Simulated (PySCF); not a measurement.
Breaking a bond: SMILES C=C=O (C₂H₂O). The C1–C4 bond (C1 also carries H, H; C4 carries O) is stretched with both fragments frozen at the PBE0/def2-TZVP optimised geometry.

Levels: UKS-PBE0 = unrestricted PBE0/def2-TZVP (PySCF); UHF/def2-TZVP, density fitting (PySCF); RKS-PBE0 = restricted PBE0/def2-TZVP run with PySCF 2.14.0.

Magnitude of the dipole moment (D; its direction can reverse along the curve, and a method can change to another solution) and Mulliken charge of the fragment that holds C1:

```tsv
R / Å	μ UKS-PBE0	q UKS-PBE0	μ UHF	q UHF	μ RKS-PBE0	q RKS-PBE0
0.98	2.80	0.00	3.23	0.07	2.80	0.00
1.04	2.53	-0.13	2.92	-0.04	2.53	-0.13
1.11	2.22	-0.19	2.58	-0.10	2.22	-0.19
1.17	1.97	-0.16	2.30	-0.08	1.97	-0.16
1.23	1.73	-0.10	2.04	-0.05	1.73	-0.10
1.25	1.65	-0.09	1.95	-0.05	1.65	-0.09
1.31	1.44	-0.06	1.71	-0.04	1.44	-0.06
1.34	1.33	-0.05	1.59	-0.05	1.33	-0.05
1.39	1.17	-0.06	1.40	-0.07	1.17	-0.06
1.45	0.99	-0.07	1.17	-0.10	0.99	-0.07
1.50	0.86	-0.08	0.99	-0.12	0.86	-0.08
1.62	0.56	-0.11	0.56	-0.16	0.57	-0.11
1.78	0.24	-0.13	0.03	-0.18	0.24	-0.13
1.98	0.00	-0.12	0.37	-0.09	0.09	-0.13
2.16	0.07	-0.08	—	—	0.34	-0.12
2.34	0.29	-0.06	—	—	0.50	-0.10
2.61	—	—	—	—	0.56	-0.07
2.91	—	—	—	—	0.42	-0.04
3.22	—	—	—	—	0.22	-0.02
3.53	—	—	—	—	0.07	-0.01
3.91	—	—	—	—	0.03	0.00
```

A dash means that the run gave no value there, or that the column was ended at a point which the program doubted or which failed a test of continuity chosen for this set; such a test can also cut sound points.

The unrestricted solution behind UKS-PBE0 changes between 1.98 and 2.16 Å, which can leave a kink. The unrestricted determinant behind UKS-PBE0, UHF is spin-contaminated at 1.98 to 3.91 Å (<S²> up to 1.0, against 0.00 for a pure singlet). The restricted form behind RKS-PBE0 keeps the bonding electrons paired and can't separate into open-shell fragments.
